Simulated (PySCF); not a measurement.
Gas-phase reaction: 4 SiCl4 + Si2H6 → 6 SiHCl2 + 2 Cl2

Method: PySCF energies plus ideal-gas RRHO corrections (1 bar). † marks an energy on the PBE0/def2-TZVP geometry and frequencies; other levels use their own. 6-31G* has spherical d functions here. Open shells (unrestricted): SiHCl2 (multiplicity 2); the rest are closed-shell singlets. B3LYP is the form with VWN-RPA correlation. SiHCl2: computed as isolated molecules; such fragments, hydroxides, amides, oligomers or adducts are transient or little studied in the gas.

PBE0/def2-QZVP† gives ΔH°(298 K) = 1568 kJ.

Problem. What do ωB97M-V/def2-TZVP†, B3LYP/def2-TZVP†, B3LYP/6-31G* give?

Solution. ωB97M-V/def2-TZVP†: 1703 kJ; B3LYP/def2-TZVP†: 1517 kJ; B3LYP/6-31G*: 1514 kJ. For scale, ΔH°(298 K) is 1568 kJ at this level, 1703 kJ at ωB97M-V/def2-TZVP†, and runs from 1418 to 1736 kJ over the 19 levels computed.
